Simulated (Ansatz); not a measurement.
CsCl-type TlBr was calculated with LC-ωPBE (Ansatz, an electronic-structure program, plane waves, PAW).

Numerical settings: plane-wave cutoff 460 eV, 6×6×6 k mesh, Fermi–Dirac smearing 0.01 eV, scalar-relativistic PAW data made under PBE.

Response to compression and expansion:

| V (Å³/atom) | P (GPa) | direct gap at Γ (eV) | smallest gap on the k mesh (eV) |
|---|---|---|---|
| 30.142 | 1.54 | 14.721 | 6.544 |
| 31.161 | 0.61 | 14.645 | 6.693 |
| 31.754 | 0.15 | 14.602 | 6.776 |
| 32.759 | -0.52 | 14.530 | 6.908 |
| 33.558 | -0.96 | 14.475 | 7.007 |

The fundamental gap (6.80 eV at the equilibrium volume, on the SCF mesh) lies elsewhere than Γ–Γ.

Measured, for comparison: band gap 2.68 eV (temperature not stated, not corrected to a static lattice, detector crystals, literature values; as tabulated in Piasecki et al. (2022), doi:10.1039/d1ma01259b).

Spin–orbit coupling is not included; with these elements it can move the gap by several tenths of an eV or more.
